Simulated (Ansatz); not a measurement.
Basis sets compared for S3⁺ (the lowest doublet isomer of a short search). Charge 1, multiplicity 2. Geometry PBE-D4/def2-TZVP. Ansatz on 4 threads of Arm Neoverse V1 on a shared host; times are rough, and most runs start from earlier orbitals.

| atom | x (Å) | y (Å) | z (Å) |
| --- | --- | --- | --- |
| S1 | -0.216 | 1.171 | 0.303 |
| S2 | 0.165 | -0.735 | 0.844 |
| S3 | 0.051 | -0.436 | -1.148 |

The structure comes from a short search, and lower isomers may exist.

```csv
level,functions,energy (Eh),HOMO (eV),LUMO (eV),wall time
PBE-D4/def2-SVP,54,-1193.3367,-12.37,-12.07,0.5 s
PBE0-D4/def2-SVP,54,-1193.4133,-13.48,-11.35,0.6 s
```

Estimate the rows for PBE-D4/def2-TZVP, PBE0-D4/def2-TZVP.


```csv
level,functions,energy (Eh),HOMO (eV),LUMO (eV),wall time
PBE-D4/def2-TZVP,111,-1193.7778,-12.19,-11.80,1.1 s
PBE0-D4/def2-TZVP,111,-1193.8548,-13.24,-11.00,3.2 s
```
